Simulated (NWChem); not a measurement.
## Basis-set convergence for water (H$_{2}$O)

```xyz
3

O      0.0000     0.0000    -0.1202
H      0.7570     0.0000     0.4809
H     -0.7570     0.0000     0.4809
```
Charge 0, spin multiplicity 1.

All runs are NWChem calculations. The geometry was optimised at B3LYP/def2-SVP, a minimum by its harmonic frequencies.

Quantity: vertical ionisation energy at the level ΔPBE0 (Δ: difference of total energies, the cation a doublet at the parent's geometry with its hole in an orbital of symmetry b2 (C2v labels); it is the state that the SCF runs reached, from PBE0 orbitals for Hartree-Fock references, and need not be the lowest).

The Pople sets run with spherical d functions. The stability of the SCF solutions was not checked.

```tsv
basis	functions	vertical ionisation energy (eV)
6-31+G*	22	12.55
cc-pVDZ	24	12.18
pcseg-1	24	12.50
6-311G**	30	[?]
def2-SVPD	39	12.67
aug-pcseg-1	41	12.67
aug-cc-pVDZ	41	[?]
def2-TZVP	43	12.51
cc-pVQZ	115	[?]
def2-QZVP	117	12.56
```

Problem. What belongs in the gaps?

Solution. 
- 6-311G**, vertical ionisation energy (eV): 12.33
- aug-cc-pVDZ, vertical ionisation energy (eV): 12.60
- cc-pVQZ, vertical ionisation energy (eV): 12.53
